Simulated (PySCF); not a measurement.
Molecule: `C=C(F)[S-]`, [C₂H₂FS]-.

Cartesian coordinates in Å; atom numbers follow the order of the lines, from 1:
```xyz
6

C    -0.727   -0.195   -0.114
C     0.550    0.161    0.082
F     0.755    1.532    0.267
S     1.927   -0.807    0.134
H    -1.520    0.536   -0.124
H    -0.982   -1.226   -0.266
```

Total charge -1.

Frames of a GFN2-xTB Langevin trajectory at 400 K; GIAO PBE0/pcSseg-1 shieldings in PySCF 2.14.0 with density-fitted response routines, gas phase, non-relativistic; equivalent atoms averaged within each frame.

Referencing at the same level of theory: 13C (σ = 186.93 ppm) and 1H (σ = 31.72 ppm) against TMS; 19F (σ = 170.95 ppm) against CFCl3; CS2 for 33S (σ = 503.73 ppm). The references are static minima.

**Question.** How do the shifts (ppm) fluctuate along the trajectory?

**Answer.** 
| time (fs) | C2 | C1 | F3 | S4 | H5 | H6 |
| --- | --- | --- | --- | --- | --- | --- |
| 250 | 206.0 | 75.2 | -56.5 | 24 | 2.90 | 2.63 |
| 425 | 189.9 | 67.1 | -41.6 | -97 | 3.60 | 3.44 |
| 625 | 213.8 | 72.6 | -36.2 | 21 | 3.19 | 4.05 |
| 800 | 190.7 | 69.4 | -34.7 | -96 | 3.66 | 3.26 |
| 1000 | 194.9 | 69.3 | -35.3 | -33 | 2.61 | 2.96 |
| mean of frames | 199.1 | 70.7 | -40.9 | -36 | 3.19 | 3.27 |
| standard deviation | 10.4 | 3.2 | 9.2 | 60 | 0.45 | 0.53 |

5 frames give an uncertainty of the mean of about the standard deviation over 2.2 at best, since frames this close in time may not be independent; classical motion lacks zero-point vibration, and the reference would need the same averaging.
